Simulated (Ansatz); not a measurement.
# Anatase TiO₂ (metastable phase): Voigt–Reuss–Hill shear modulus by level of theory

No measured value is used here.

| level (code) | value (GPa) | cell (Å³/atom) |
|---|---|---|
| LDA (Ansatz) | 60.2 | 11.02 |
| PBE (Ansatz) | 55.7 | 11.67 |
| PBEsol (Ansatz) | ? | 11.31 |
| r²SCAN (Ansatz) | 61.9 | 11.40 |
| HSE06 (Ansatz) | 64.7 | 11.30 |

Question: Complete the blanks.

Answer: 
- PBEsol (Ansatz, an electronic-structure program), value (GPa): 57.8

Each level is taken at its own relaxed cell. Cutoffs and k meshes differ between the levels. Ansatz's density-functional and Hartree–Fock values are scalar-relativistic unless marked +SOC, with PAW data made under PBE.
